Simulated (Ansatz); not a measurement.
**doublet NO2F+ at 6 levels**

Wanted: a comparison of 6 runs (UHF/STO-3G, UB3LYP/6-31G*, U-r2SCAN/cc-pVTZ, UPBE0/cc-pVTZ, UCCSD/cc-pVTZ, UCCSD(T)/cc-pVTZ) of doublet NO2F+. 

The calculation is run with Ansatz 0.2.0.

36 further runs of the same task are left out: 36 set aside as unsound or not needed.

**1. The system as given**

NO2F+: 4 atoms, total charge +1, spin state doublet. As SMILES of the parent species, `O=[N+]([O-])F`. The shape is that of a PBE0-D4/def2-TZVP optimisation. That shape belongs to the parent species and isn't relaxed for this state.

Bond lengths: O1–N2 1.170 Å, N2–O3 1.170 Å, N2–F4 1.442 Å. Angles: O1–N2–O3 135.6°, O1–N2–F4 112.2°, O3–N2–F4 112.2°.

**2. The energy at UHF/STO-3G (run 1)**

Contents of molecule.yaml:

```yaml
crystal:
  periodic: [false, false, false]
  atoms:
    - {symbol: O, position_ang: [0.188290, 0.469930, 1.120250]}
    - {symbol: "N", position_ang: [0.079720, -0.071800, 0.089140]}
    - {symbol: O, position_ang: [0.476580, -1.068680, -0.376880]}
    - {symbol: F, position_ang: [-0.744590, 0.670550, -0.832510]}
basis:
  gaussian: {orbitals: STO-3G}
total_charge: 1
accuracy: high
output: {orbitals: {seedname: orbitals}}
magnetization: {spin_polarized: true, initial_magnetization: 1}
hamiltonian: {xc: hf}
```

Launch:

```console
$ ansatz run molecule.yaml --threads 1 --pin off --max-ram 3480MiB --events-out events.jsonl --progress --plain --runs-dir runs
```

Log:

```text
Warning: RAYON_NUM_THREADS=1 ignored (pool sized by the plan → 1); use --threads N
Functional definition: HF
  name "HF"
  exchange = exact_x
  correlation = 0
368 factors; integrals over basis functions are off by at most 3.7e-8 eV
mean field evaluation 1: about -8124.4923 eV, gradient 3.2e1 eV
mean field evaluation 2: about -8124.6732 eV, gradient 3.3e1 eV
mean field evaluation 4: about -8131.8985 eV, gradient 3.9e0 eV
mean field evaluation 8: about -8132.3361 eV, gradient 8.9e-1 eV
mean field evaluation 16: about -8134.7818 eV, gradient 1.3e-1 eV
mean field evaluation 32: about -8134.7137 eV, gradient 4.5e-1 eV
mean field evaluation 64: about -8132.0839 eV, gradient 8.4e0 eV
mean field evaluation 96: about -8131.8698 eV, gradient 1.1e0 eV
mean field evaluation 128: about -8131.0182 eV, gradient 1.1e1 eV
mean field evaluation 160: about -8132.3264 eV, gradient 3.5e-4 eV
mean field evaluation 192: about -8134.6584 eV, gradient 1.0e0 eV
mean field -8134.75950734 eV, -298.9468979568 hartree, gradient 2.0e-8 eV, S^2 1.014360; 3 other end points of the search recorded, 0 dependent functions left out
reference -8134.75950734 eV, -298.9468979568 hartree; 16, 15 occupied and 4, 5 virtual orbitals, 368 factors
Total energy: -8134.75950734 eV, -298.9468979568 hartree
```

Wall time 0.34 s (1 thread of Arm Neoverse V2, shared host).

**3. A single-point energy at UB3LYP/6-31G(d) (spherical functions) (run 2)**

Contents of in.yaml:

```yaml
crystal:
  periodic: [false, false, false]
  atoms:
    - {symbol: O, position_ang: [0.188290, 0.469930, 1.120250]}
    - {symbol: N, position_ang: [0.079720, -0.071800, 0.089140]}
    - {symbol: O, position_ang: [0.476580, -1.068680, -0.376880]}
    - {symbol: F, position_ang: [-0.744590, 0.670550, -0.832510]}
basis:
  gaussian: {orbitals: 6-31G_st_-spherical.json}
hamiltonian: {xc: {name: B3LYP}}
magnetization: {spin_polarized: true, initial_magnetization: 1}
accuracy: high
output: {orbitals: {seedname: orbitals}}
total_charge: 1
```

The basis set 6-31G* is read from a file made from the Basis Set Exchange's data (not shown).

Launch:

```console
$ ansatz run in.yaml --threads 1 --pin off --max-ram 3480MiB --events-out events.jsonl --progress --plain --runs-dir runs
```

Log:

```text
Warning: RAYON_NUM_THREADS=1 ignored (pool sized by the plan → 1); use --threads N
Functional definition: B3LYP
  name "B3LYP"
  parameter a0 = 0.2
  parameter ax = 0.72
  parameter ac = 0.81
  exchange = (1 - a0 - ax)*slater_x + ax*b88_x + a0*exact_x
  correlation = (1 - ac)*vwn_rpa_c + ac*lyp_c
1161 factors; integrals over basis functions are off by at most 2.9e-9 eV
mean field evaluation 1: about -8278.7571 eV, gradient 3.6e1 eV
mean field evaluation 2: about -8262.8210 eV, gradient 7.9e1 eV
mean field evaluation 4: about -8282.4704 eV, gradient 7.5e0 eV
mean field evaluation 8: about -8282.8419 eV, gradient 6.1e-1 eV
mean field evaluation 16: about -8282.8445 eV, gradient 3.5e-3 eV
mean field evaluation 32: about -8282.8445 eV, gradient 2.2e-7 eV
mean field -8282.84449093 eV, -304.3889207282 hartree, gradient 3.9e-8 eV, S^2 0.764323; 3 other end points of the search recorded, 0 dependent functions left out
reference -8282.84450842 eV, -304.3889213708 hartree; 16, 15 occupied and 40, 41 virtual orbitals, 1161 factors
Total energy: -8282.84450842 eV, -304.3889213708 hartree
```

It took 5.7 s on 1 thread of Arm Neoverse V2, shared host; peak memory 0.19 GiB.

Runs 3 to 5 aren't shown in full; the table further down has their settings and results.

**4. The energy at UCCSD(T)/cc-pVTZ (run 6)**

Contents of job.yaml:

```yaml
basis:
  gaussian:
    orbitals: cc-pVTZ
crystal:
  periodic: [false, false, false]
  atoms:
    - symbol: O
      position_ang: [0.188290, 0.469930, 1.120250]
    - symbol: "N"
      position_ang: [0.079720, -0.071800, 0.089140]
    - symbol: O
      position_ang: [0.476580, -1.068680, -0.376880]
    - symbol: F
      position_ang: [-0.744590, 0.670550, -0.832510]
correlation:
  method: ccsd_t
  frozen_orbitals: {F: 1, "N": 1, O: 1}
scf:
  omitted_lower_state_checks: [cluster_reference, increment]
total_charge: 1
accuracy: high
magnetization:
  spin_polarized: true
  initial_magnetization: 1
```

Launch:

```console
$ ansatz run job.yaml --threads 1 --pin off --max-ram 3480MiB --events-out events.jsonl --progress --plain --runs-dir runs
```

Log:

```text
Warning: RAYON_NUM_THREADS=1 ignored (pool sized by the plan → 1); use --threads N
[... 15 lines left out ...]
4 core orbitals not correlated: weight in the atoms' cores, before any rotation towards them, 1.000 or more for the frozen orbitals, at most 0.000 for the correlated occupied ones
[... 36 lines left out ...]
Total energy: -8272.19008492 eV, -303.9973785290 hartree
Checks for a lower state left out: cluster_reference, increment
```

Run time: 98 s. Hardware: 1 thread of Arm Neoverse V2, shared host; peak memory 1.9 GiB.

**5. Overview of the runs**

| run | level | frozen core orbitals | energy (Eh) | HOMO energy (eV) | LUMO energy (eV) | ⟨S²⟩ | wall time |
| --- | --- | --- | --- | --- | --- | --- | --- |
| 1 | UHF/STO-3G | – | -298.946898 | -21.88 | -6.27 | 1.014 | 0.34 s |
| 2 | UB3LYP/6-31G* (spherical functions) | – | -304.388921 | -19.57 | -16.67 | 0.764 | 5.7 s |
| 3 | U-r2SCAN/cc-pVTZ | – | -304.407272 | -18.81 | -17.26 | 0.762 | 66 s |
| 4 | UPBE0/cc-pVTZ | – | -304.213226 | -19.74 | -16.41 | 0.769 | 18 s |
| 5 | UCCSD/cc-pVTZ | 4 | -303.958911 | – | – | 1.045 | 76 s |
| 6 | UCCSD(T)/cc-pVTZ | 4 | -303.997379 | – | – | 1.045 | 98 s |

**6. What came out**

```
                                          quantity          value
                               run 6: total energy  -303.99738 Eh
run 6: correlation energy (4 core orbitals frozen)     -895.0 mEh
                             run 6: (T) correction     -38.47 mEh
          run 6: ⟨S²⟩ of the reference determinant          1.045
                              run 6: T1 diagnostic          0.036
```

What this shows: Totals of different functionals can't be ranked against each other. In run 1 the basis is minimal, so the values are rough. Spin contamination of the reference: run 5 ⟨S²⟩ = 1.05, run 6 ⟨S²⟩ = 1.05, run 1 ⟨S²⟩ = 1.01. All runs together took 4.4 min, the longest 98 s.
